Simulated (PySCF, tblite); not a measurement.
# C4H8N2: geometry, infrared bands and NMR shifts

Wanted: the infrared bands and NMR shifts of C4H8N2 (`C=NN=C(C)C`), by calculation.

Programs: tblite 0.8.0 and PySCF 2.14.0, with density-fitted response routines of our own. Each step states its level of theory. These are calculated values for one molecule in the gas phase, unless marked as measured. Atoms count from 0, in the outputs and in this text.

### 1 The molecule as given

14 atoms, charge 0, multiplicity 1; geometry from: force field or distance geometry start.

Bonds of the start (Å): C0–N1 1.32, N1–N2 1.38, N2–C3 1.30, C3–C4 1.50, C3–C5 1.49, C0–H6 1.07, C0–H7 1.10, C4–H8 1.12, C4–H9 1.13, C4–H10 1.14, C5–H11 1.11, C5–H12 1.12, C5–H13 1.10.

### 2 Geometry optimisation with GFN2-xTB

The job: settings as JSON, then the geometry in Å.

```
{"job": {"kind": "relax", "xc": "GFN2-xTB", "basis": "xTB"}, "charge": 0, "multiplicity": 1}
C      2.870600    -0.399300     0.234700
N      1.576200    -0.577400     0.416800
N      0.716300     0.482000     0.209800
C     -0.556800     0.238900     0.281800
C     -1.107400    -1.111800     0.609700
C     -1.484600     1.383000     0.049700
H      3.587200    -1.181000     0.385800
H      3.181600     0.604300    -0.085900
H     -0.293300    -1.720400     1.076000
H     -1.957100    -1.021600     1.348800
H     -1.493000    -1.636900    -0.321300
H     -2.046200     1.203900    -0.888700
H     -0.859100     2.310900     0.010600
H     -2.135000     1.424700     0.930000
```

Run with:

```sh
$ OMP_NUM_THREADS=1 python probes_run.py task.json out
```

This one command runs all jobs of the session in turn.

**Question.** This job is followed by: GFN2-xTB harmonic vibrations, gas phase; GIAO PBE0/pcSseg-1 NMR shielding, non-relativistic, gas phase. What will the session give for the following? strongest single infrared mode (GFN2-xTB); zero-point energy (GFN2-xTB); 13C shifts against TMS (PBE0/pcSseg-1); 1H shifts against TMS (PBE0/pcSseg-1, means over atoms taken as alike); 15N shifts against NH3 (PBE0/pcSseg-1).

**Answer**, as computed:

| quantity | value |
| --- | --- |
| strongest single infrared mode (GFN2-xTB) | 1172 cm⁻¹, 135 km/mol |
| zero-point energy (GFN2-xTB) | 71.8 kcal/mol |
| 13C shifts against TMS (PBE0/pcSseg-1) | 131.8, 118.9, 27.4, 16.6 ppm |
| 1H shifts against TMS (PBE0/pcSseg-1, means over atoms taken as alike) | 6.19, 6.14, 1.96, 1.66 ppm |
| 15N shifts against NH3 (PBE0/pcSseg-1) | 413.5, 384.9 ppm |

What this shows: Relaxing lowered the energy by 0.764 eV in 91 steps; the close pair that moved most is N1–N2, from 1.380 to 1.289 Å. No mode is imaginary among the 36: a minimum at this level. The strongest single mode, at 1172 cm⁻¹, is spread over several atoms, N2, N1, C3, H7 among them. Unscaled tight-binding wavenumbers are off by several per cent, some by more. Its intensities can rank the bands wrongly. At PBE0/pcSseg-1: The largest span, 576 ppm, is at N1, where the paramagnetic term is -472 ppm.
